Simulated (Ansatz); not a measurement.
SiH$_{3}$⁺, triplet along the distance Si1-H3

Starting geometry (PBE0/def2-TZVP stationary point for this spin, not checked as a minimum):

```xyz
4

Si    0.0000    0.0677   -0.0787
H     0.0000   -1.2255   -0.8234
H     0.4393   -0.3298    1.5083
H    -0.4393   -0.3298    1.5083
```

From there H3 moves along the line of the two atoms named below, all else staying in place; atoms are numbered as listed. Energies are in eV, counted from the starting geometry at the same level. Kohn–Sham curves are unrestricted where that lies lower.

Basis cc-pVDZ; Ansatz 0.2.0. Only valence electrons are correlated (noble-gas cores frozen).

Full CI is exact within this basis and frozen core; it isn't the basis-set limit.

```json
{"distance Si1-H3 (Å)": "1.372", "RPA-PBE": "0.713"}
{"distance Si1-H3 (Å)": "1.491", "RPA-PBE": "0.266"}
{"distance Si1-H3 (Å)": "1.694", "RPA-PBE": "0.000"}
{"distance Si1-H3 (Å)": "1.896", "RPA-PBE": "0.104"}
{"distance Si1-H3 (Å)": "2.050", "RPA-PBE": "0.345"}
{"distance Si1-H3 (Å)": "2.314", "RPA-PBE": "0.892"}
{"distance Si1-H3 (Å)": "2.757", "RPA-PBE": "1.415"}
{"distance Si1-H3 (Å)": "3.184", "RPA-PBE": "1.381"}
{"distance Si1-H3 (Å)": "3.649", "RPA-PBE": "1.318"}
{"distance Si1-H3 (Å)": "4.539", "RPA-PBE": "1.210"}
{"distance Si1-H3 (Å)": "5.866", "RPA-PBE": "0.960"}
```

**Question.** Estimate the full CI curve in cc-pVDZ from this one, knowing how RPA-PBE differs from it in such a basis.

**Answer.** The computed full CI values, in eV from the starting point, and the difference of RPA-PBE against them:
```json
{"distance Si1-H3 (Å)": "1.372", "full CI": "0.707", "RPA-PBE less full CI": "0.006"}
{"distance Si1-H3 (Å)": "1.491", "full CI": "0.256", "RPA-PBE less full CI": "0.010"}
{"distance Si1-H3 (Å)": "1.694", "full CI": "0.000", "RPA-PBE less full CI": "0.000"}
{"distance Si1-H3 (Å)": "1.896", "full CI": "0.129", "RPA-PBE less full CI": "-0.025"}
{"distance Si1-H3 (Å)": "2.050", "full CI": "0.398", "RPA-PBE less full CI": "-0.053"}
{"distance Si1-H3 (Å)": "2.314", "full CI": "1.012", "RPA-PBE less full CI": "-0.120"}
{"distance Si1-H3 (Å)": "2.757", "full CI": "1.543", "RPA-PBE less full CI": "-0.128"}
{"distance Si1-H3 (Å)": "3.184", "full CI": "1.451", "RPA-PBE less full CI": "-0.070"}
{"distance Si1-H3 (Å)": "3.649", "full CI": "1.372", "RPA-PBE less full CI": "-0.054"}
{"distance Si1-H3 (Å)": "4.539", "full CI": "1.345", "RPA-PBE less full CI": "-0.135"}
{"distance Si1-H3 (Å)": "5.866", "full CI": "1.346", "RPA-PBE less full CI": "-0.386"}
```

The difference spans 0.396 eV and is largest, -0.386 eV, at 5.866 Å.

In so small a basis both RPA and the reference are far from their limits and near them at different rates, so the difference would change in a larger set.
